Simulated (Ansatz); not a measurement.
# How far is PAW off for Ta?

```xyz
1
Lattice="-1.6604 1.6604 1.6604 1.6604 -1.6604 1.6604 1.6604 1.6604 -1.6604" Properties=species:S:1:pos:R:3 pbc="T T T"
Ta    0.0000    0.0000    0.0000
```

The cell was built from the bcc type and relaxed in the same program, and has space group Im-3m; it needn't be a known or the stable phase.

Spin polarisation is left out, and whether a magnetic state lies lower isn't shown here.

No spin–orbit coupling, which matters for the heavy atoms here.

All numbers are computed: DFT, PBEsol, PAW with Ansatz's default frozen-core files, scalar-relativistic (Ansatz 0.2.0); DFT, PBEsol, all-electron LAPW, scalar-relativistic (Ansatz 0.2.0).

For PAW: a Γ-centred 16×16×16 k mesh, Fermi–Dirac smearing of 0.08 eV, cutoff 420 eV, no spin polarisation; the PAW files were made with PBE, and the program remakes their frozen cores for this functional. LAPW targets a basis error of 1 meV/atom. The Ansatz runs share mesh, smearing and spin set-up. Plane-wave (PAW) pressures include the program's estimate of the Pulay term.

Stress and pressure are positive in compression.

Levels count from the Fermi level.

```json
{"quantity": "pressure (GPa)", "PAW": "-6.69", "LAPW": "-6.73"}
{"quantity": "highest filled level at P (eV)", "PAW": "-1.210", "LAPW": "-1.209"}
{"quantity": "lowest empty level at P (eV)", "PAW": "4.987", "LAPW": "4.981"}
{"quantity": "highest filled level at N (eV)", "PAW": "-1.500", "LAPW": "-1.503"}
{"quantity": "lowest empty level at N (eV)", "PAW": "1.543", "LAPW": "1.548"}
{"quantity": "highest filled level at H (eV)", "PAW": "-3.709", "LAPW": "-3.709"}
{"quantity": "lowest empty level at H (eV)", "PAW": "6.713", "LAPW": "6.706"}
```
